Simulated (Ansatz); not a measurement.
`C[Si]Cl` + H₂O → `C[Si]O` + HCl at 400 K and 1 bar (formal hydrolysis of the Si–Cl bond).

Computed with Ansatz on PBE0-D4/def2-TZVP structures; ΔE is electronic, products minus reactants. CBS: MP2 limit from def2 TZ/QZ plus the TZ coupled-cluster correction, frozen cores. This one scheme is used for every species. Each species was taken in one conformer, which may not be the lowest.

```tsv
species	CCSD(T)/CBS energy (Eh)	H − E (kJ/mol)	S (J/(mol·K))
`C[Si]Cl`	-788.72093	118.9	318.8
H₂O	-76.37941	69.8	198.6
`C[Si]O`	-404.71755	153.0	313.4
HCl	-460.38127	29.6	195.4
```

H − E and S are ideal-gas, rigid-rotor, harmonic terms from PBE0-D4/def2-TZVP, for one conformer and one mirror image of each species. 1 Eh = 2625.50 kJ/mol, R = 8.31446 J/(mol·K).

Q: By hand: ΔE, ΔH, ΔS and ΔG.

A: ΔE = (-404.71755) + (-460.38127) − (-788.72093) − (-76.37941) = 0.00152 Eh = 4.0 kJ/mol. Δ(H − E) = 153.0 + 29.6 − 118.9 − 69.8 = -6.1, so ΔH = -2.1 kJ/mol. ΔS = 313.4 + 195.4 − 318.8 − 198.6 = -8.6 J/(mol·K). ΔG = -2.1 − 400 × (-8.6)/1000 = 1.3 kJ/mol.

Q: By hand: the equilibrium constant, and the temperature at which ΔG would vanish if ΔH and ΔS stayed fixed.

A: log₁₀ K = −ΔG/(RT ln 10) = -0.2. ΔG = 0 at ΔH/ΔS = 244 K, though so small a ΔH makes that figure unsure.

TΔS isn't small against ΔH here. The sign of ΔG lies within the doubt. A doubt of 5 kJ/mol in ΔE shifts log₁₀ K by 0.7 here. Other conformers and mirror images would add mixing entropy, several J/(mol·K) or more a flexible species. These are equilibria of isolated gas molecules and say nothing of rates. Largest T1 diagnostic: 0.014 (customary marks: 0.02 for closed shells, 0.045 for open ones).
